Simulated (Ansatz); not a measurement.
System: ZnSb (Pbca, No. 61). Method: LDA in Ansatz (plane waves, PAW).

Settings: plane-wave cutoff 520 eV, 6×4×4 k mesh (along the axes of the cell as run), scalar-relativistic PAW data made under PBE.

Computed at the level's own relaxed cell.

Q: Give the computed Voigt–Reuss–Hill bulk modulus, Voigt–Reuss–Hill shear modulus (Hill average), Young modulus and Poisson ratio.

A: 
- Voigt–Reuss–Hill bulk modulus = 61.8 GPa
- Voigt–Reuss–Hill shear modulus (Hill average) = 34.8 GPa
- Young modulus = 87.9 GPa
- Poisson ratio = 0.263

Note: the volume lies 6 % below that of the published cell.

Elastic constants are with the ions relaxed.

Spin–orbit coupling is not included.

Static lattice: no zero-point or thermal effects.

It cost about 3 core-hours (a rough figure) of CPU time.

Ansatz is an electronic-structure program.
